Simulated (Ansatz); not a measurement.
Reaction (SMILES): C(=C)F → C=[C]F + H atom
B3LYP-D3(BJ)/def2-TZVP geometries, fixed; electronic energies without zero-point terms.
Largest species:
```xyz
6

C      0.0048     0.4339    -0.0020
C      1.1838    -0.1536     0.0049
F     -1.1460    -0.2672    -0.0028
H     -0.1758     1.5010    -0.0077
H      1.2800    -1.2303     0.0104
H      2.0778     0.4520     0.0052
```
Charge 0, spin multiplicity 1.

Basis-set convergence of the bond dissociation energy at wB97M-V with Ansatz (a quantum-chemistry and plane-wave program). All functions are spherical. The program fits the integrals of some runs and decomposes those of others, by size. Open shells are unrestricted. The functional holds VV10 correlation; no added dispersion term, no relativity. Functions are those of the species that has most. Reference: the value in aug-pcseg-3, 119.45 kcal/mol, itself unsure by roughly 0.02 kcal/mol (its mean distance from aug-cc-pVQZ, def2-QZVPPD, pcseg-3).

| basis | functions | bond dissociation energy (kcal/mol) |
|---|---|---|
| STO-3G | 18 | 137.56 |
| def2-SVP | 57 | 119.24 |
| def2-SVPD | 87 | ? |
| 6-311++G(2d,2p) | 111 | ? |
| def2-TZVPP | 135 | 119.45 |
| def2-TZVPD | 141 | ? |
| jun-cc-pV(T+d)Z | 159 | 119.57 |
| def2-TZVPPD | 165 | ? |
| 6-311++G(3df,3pd) | 171 | 119.48 |
| aug-cc-pVTZ | 207 | 119.43 |
| cc-pVQZ | 255 | 119.44 |
| def2-QZVPPD | 291 | 119.40 |
| aug-cc-pVQZ | 378 | 119.42 |

Q: What belongs in the gaps?

A: 
- def2-SVPD, bond dissociation energy (kcal/mol): 120.59
- 6-311++G(2d,2p), bond dissociation energy (kcal/mol): 119.85
- def2-TZVPD, bond dissociation energy (kcal/mol): 119.28
- def2-TZVPPD, bond dissociation energy (kcal/mol): 119.59
